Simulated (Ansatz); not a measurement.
# Ge–PH2⁺, quintet in cc-pVDZ: errors against UCCSDT(Q)

Geometry: that of the Ge–PH2, quartet, kept fixed. The triplet lies 3.4 eV lower here.

```yaml
atoms:
  - { symbol: Ge, position_ang: [0.0000, 0.0000, 0.8205] }
  - { symbol: P, position_ang: [0.0000, 0.0000, -1.7495] }
  - { symbol: H, position_ang: [0.0000, 1.0658, -2.6836] }
  - { symbol: H, position_ang: [0.0000, -1.0658, -2.6836] }
```

Basis cc-pVDZ; Ansatz 0.2.0. Only valence electrons are correlated (noble-gas cores and the filled d shells of p-block atoms frozen), which leaves 10 electrons in 36 orbitals. R marks a restricted (for open shells ROHF) determinant, U an unrestricted one. Active spaces: valence = (10e, 10o) chosen from the atoms' valence shells. No spin–orbit coupling is included, and no scalar relativity.

Full CI isn't at hand for all of this; UCCSDT(Q) serves as the reference, and is uncertain by about the last step of the cluster series. The frozen core follows each run's orbitals, which can shift R against U totals by a few meV for light atoms and by up to 0.1 eV past Ca.

```
UHF ⟨S²⟩                          : 6.034
T1 diagnostic (RCCSD)             : 0.0376
largest doubles amplitude (RCCSD) : 0.072
T1 diagnostic (UCCSD)             : 0.0274
```

```json
{"level": "UHF", "E − E(RHF) (eV)": "-0.2427"}
{"level": "UMP2", "E − E(RHF) (eV)": "-3.7241"}
{"level": "UCCSD", "E − E(RHF) (eV)": "-4.6764"}
{"level": "UCCSD(T)", "E − E(RHF) (eV)": "-4.8097"}
```

Estimate how far UCCSDT(Q) in cc-pVDZ lies from UCCSD(T). The table doesn't fix it; the size of (T) and the diagnostics are the guide.

UCCSDT(Q) in cc-pVDZ lies 44 meV below UCCSD(T), which is 33 % of the (T) step (-133 meV). T1 is raised, and the rest is a large part of (T). The miss exceeds 1 kcal/mol.

The other levels:

```csv
level,E − E(UCCSDT(Q)) (meV),share of correlation (%),wall time
UCCSDT,7,99.85,–
```

The correlation energy at UCCSDT(Q), counted from RHF, is -4.853 eV. That run took 9.5 s on 1 thread of Intel Xeon 6975P-C, shared host.

Run but not shown, since their state or frozen core can't be matched to the reference's or they repeat it: RHF, RMP2, CISD, RCCSD, RCCSD(T), BCCD(T), RCCSDT, RCCSDT(Q), CASSCF (valence space), NEVPT2 (valence space), NEVPT4(SD) (valence space), MRCISD (valence space), MRCISD+Q (valence space).

Times hold each run's SCF and search for its determinant on a shared host, so for small cases they say little of a method's own cost; they ran on 1 thread of Intel Xeon 6975P-C.

Natural occupations of CASSCF (valence space) about the gap: 1.980 1.967 1.963 1.004 1.002 0.999 0.998 0.040 0.029 0.019; effectively unpaired electrons, Σ n²(2−n)², 4.02.
